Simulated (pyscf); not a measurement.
## Routes from `[CH]#[C][CH3]` + `[OH2]`

Candidate steps break at most two bonds and form at most two. Each was searched with GFN2-xTB (tblite) first. PySCF, gas phase, ωB97X-D3(BJ)/def2-SVP geometries. Correlated levels are frozen-core, on RHF or UHF. ΔMP2 is the change of the MP2 total energy from the triple- to the quadruple-zeta basis. Energies: CCSD(T)/def2-TZVPP + ΔMP2(QZVPP), kcal/mol, from the separated reactants, singlet surface; ΔG‡ with ideal gas, 1 atm, RRHO with modes under 100 cm⁻¹ raised to 100, one conformer, R ln 2 for chiral ones without a mode under 150 cm⁻¹.

```csv
products,type,ΔE‡,ΔE,ΔG‡ 298 K,ΔG‡ 900 K,ν‡ (cm⁻¹)
H₂C=C(CH₃)–OH,addition across a multiple bond or ene-type step,53.7,-30.0,62.4,82.6,1087i
H₃C–CH=CH–OH,addition across a multiple bond or ene-type step,57.3,-25.7,66.3,86.4,821i
```

Row 1: On the product side the descent ends in a point that may be a rotor saddle (no frequency run), 1.9 kcal/mol over the lowest minimum found and 83.9 kcal/mol under the saddle at ωB97X-D3(BJ)/def2-TZVP. Row 2: On the product side the descent ends in a point that may be a rotor saddle (no frequency run), 1.4 kcal/mol over the lowest minimum found and 83.6 kcal/mol under the saddle at ωB97X-D3(BJ)/def2-TZVP. 

Plain bond fissions and candidates not yet searched are not listed, and one of them may be faster. Each barrier is that of the saddle found; lower ones may exist. The CCSD(T) − MP2 part came from Ansatz, without density fitting, on the same reference.
